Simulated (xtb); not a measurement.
C₂H₆O, SMILES CCO. All values are semi-empirical tight-binding results from xtb (GFN2-xTB unless named), good for trends rather than for accurate numbers. Coordinates come from a GFN2-xTB optimisation. The values are those of a single conformer.

```yaml
orbital_gap: 12.89 eV
dipole_moment: 2.00 D
zero_point_energy: 49.0 kcal/mol
G − E(el) at 298.15 K (modified RRHO): 33.1 kcal/mol
static polarisability (D4 model): 33.1 bohr³
solvation energy, GFN2-xTB/ALPB(water): -4.1 kcal/mol
solvation energy, GFN2-xTB/ALPB(octanol): -4.6 kcal/mol
```

Computed IR lines (harmonic; lines under 4 % of the strongest left out, lines within 3 cm⁻¹ merged):
ν (cm⁻¹): 342 (vs), 421 (m), 832 (w), 932 (w), 1046 (m), 1090 (m), 1130 (m), 1236 (w), 1315 (w), 1350 (m), 1405 (w), 2865 (s), 2982 (w), 3019 (m), 3044 (m), 3050 (m), 3542 (w) (against the strongest line: vs over 80 %, s over 45 %, m over 15 %, w over 4 %, vw less)
